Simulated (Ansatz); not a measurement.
bcc V was calculated with r²SCAN in Ansatz (plane waves, PAW).

Settings: plane-wave cutoff 500 eV, 14×22×1 k mesh (along the axes of the cell as run), Fermi–Dirac smearing 0.1 eV, scalar-relativistic PAW data made under PBE.

Q: Predict the surface energy of the (211) face and work function of the (211) face.

A: 
- surface energy of the (211) face = 2.95 J/m²
- work function of the (211) face = 3.93 eV

The slab of 12 atoms is relaxed and unreconstructed.

Static lattice: no zero-point or thermal effects.

It cost about 50 core-minutes (a rough figure) of CPU time.

Ansatz is a quantum-chemistry and plane-wave program.
